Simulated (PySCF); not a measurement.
Species: C4H6.
SMILES with atom numbers: `[CH2:1]=[CH:2][CH:3]=[CH2:4]` (hydrogens: H5, H6 on C1; H7 on C2; H8 on C3; H9, H10 on C4)

Method: PBE0-D3(BJ)/def2-SVP geometry optimisation, gas phase (PySCF 2.14.0); density fitting, grid level 1; the optimiser is geomeTRIC in internal coordinates, started from a GFN2-xTB structure.

Step 0: E = -4236.3898 eV
```
atom  x, y, z in Å  |  force x, y, z in eV/Å
C1      1.7001    0.2071   -0.6536    0.202   0.001  -0.046
C2      0.6905   -0.1849    0.1157   -0.364   0.065  -0.010
C3     -0.6879    0.1865   -0.1193    0.357  -0.062   0.010
C4     -1.6982   -0.2065    0.6487   -0.213  -0.003   0.052
H5      1.5412    0.8378   -1.5131   -0.140   0.366  -0.490
H6      2.7172   -0.0846   -0.4563    0.566  -0.192   0.154
H7      0.8726   -0.8181    0.9744    0.148  -0.305   0.399
H8     -0.8700    0.8204   -0.9777   -0.146   0.300  -0.395
H9     -2.7155    0.0846    0.4502   -0.554   0.192  -0.154
H10    -1.5412   -0.8376    1.5085    0.144  -0.361   0.481
```

**Question.** Estimate the geometry and energy of step 1. (The exact step hangs on the optimiser's Hessian estimate; all steps are aligned on step 0, rigid shifts and turns removed.)

**Answer.** E = -4236.4292 eV, largest force 0.124 eV/Å
```
atom  x, y, z in Å  |  force x, y, z in eV/Å
C1      1.7167    0.2093   -0.6601    0.043   0.036  -0.060
C2      0.6944   -0.1829    0.1115    0.045  -0.071   0.091
C3     -0.6925    0.1840   -0.1156   -0.045   0.070  -0.090
C4     -1.7150   -0.2085    0.6555   -0.042  -0.036   0.059
H5      1.5539    0.8505   -1.5335    0.009  -0.020   0.026
H6      2.7458   -0.0931   -0.4490   -0.030   0.004   0.000
H7      0.8925   -0.8258    0.9798   -0.009   0.027  -0.036
H8     -0.8903    0.8270   -0.9838    0.009  -0.027   0.036
H9     -2.7440    0.0939    0.4439    0.029  -0.004   0.000
H10    -1.5527   -0.8499    1.5288   -0.009   0.020  -0.025
```

The energy changes by -0.0394 eV. The first-order estimate −F·Δx gives -0.0825 eV and the mean of the old and new forces, exact on a quadratic surface, -0.0400 eV. The step makes an angle of 42° with the force vector and moves no atom by more than 0.031 Å.

The cost below is that of the whole optimisation. Time: 7.5 s of wall time; peak memory 0.36 GiB. Hardware: an Arm Neoverse V1 with one thread, no GPU, shared host.
